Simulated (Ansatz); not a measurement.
Results of LDA (Ansatz, a program for electronic structure, PAW) for bcc Li.

A relaxed, unreconstructed slab of the (110) face has 6 atoms, two equal faces of 8.003 Å² each and an energy of -1209.2842 eV. A bulk cell of 2 atoms with the same orientation and in-plane k mesh has -403.2804 eV. Energies are extrapolated to zero smearing.

Run with plane-wave cutoff 500 eV, 20×20×1 k mesh (along the axes of the cell as run), Fermi–Dirac smearing 0.1 eV, scalar-relativistic PAW data made under PBE.

Worked out: γ = (E_slab − N E_bulk per atom)/2A = [-1209.2842 − 6 × (-403.2804/2)]/(2 × 8.003) = 0.0348 eV/Å². With 16.022 J/m² per eV/Å² this is 0.56 J/m², or 0.28 eV per surface cell and face.
